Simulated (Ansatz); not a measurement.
# Relaxing KRe

These are results of DFT PBE, scalar-relativistic, plane waves, PAW in Ansatz 0.2.0, not measurements. Cutoff 420 eV, Γ-centred k mesh, Gaussian smearing, no spin polarisation in the final step.

The start puts KRe on the CoSn structure type (P6/mmm, No. 191), with K in place of Co, Re in place of Sn, at a guessed volume.

```xyz
6
Lattice="5.9343 0.0000 0.0000 -2.9671 5.1393 0.0000 0.0000 0.0000 4.7879" Properties=species:S:1:pos:R:3 pbc="T T T"
K     2.9671    0.0000    0.0000
K     1.4836    2.5696    0.0000
K    -1.4836    2.5696    0.0000
Re    0.0000    0.0000    0.0000
Re    0.0000    3.4262    2.3939
Re    2.9671    1.7131    2.3939
```

Cell and atoms relax at zero pressure; the relaxation can't lower the symmetry of the start. After a coarse first stage the cell is made exact in the group found at 0.06 Å.

The zero of energy is the elements' standard structures at the same level; no fitted shifts are applied.

Problem. Describe the relaxed structure.

Solution. It keeps P6/mmm (No. 191), but not the shape of the type it started on. Conventional cell: a = 5.480 Å, c = 5.819 Å. K has 2 Re at 2.74 Å, 4 K at 2.74 Å and 4 Re at 3.31 Å; around Re on Wyckoff site a (1 atom of the primitive cell) lie 6 K at 2.74 Å; around Re on Wyckoff site d (2 atoms of the primitive cell) lie 3 Re at 3.16 Å and 6 K at 3.31 Å.

Space group P6/mmm (No. 191). a = 5.480 Å, b = 5.480 Å, c = 5.819 Å, α = 90.00°, β = 90.00°, γ = 120.00°
```tsv
atom	site	symmetry	x	y	z
K	3f	mmm	0.5000	0.0000	0.0000
Re	1a	6/mmm	0.0000	0.0000	0.0000
Re	2d	-6m2	0.3333	0.6667	0.5000
```

Problem. What are its volume, energy, density and gap?

Solution. The volume per atom is 25.22 Å³, the density is 7.42 g/cm³ and the energy over the elements is 3.60 eV/atom. The gap on the 12×12×8 mesh is 0 eV (a metal).

The final run used a 12×12×8 mesh on its 6-atom cell and 0.10 eV smearing. The k mesh leaves about 4 meV/atom of noise in metals. Spin–orbit coupling is left out. A structure relaxed within its symmetry needn't be a true minimum.

Cost: 4 runs of about 2.7 core-minutes in all, on Intel Xeon Platinum 8488C (Sapphire Rapids) (shared hosts).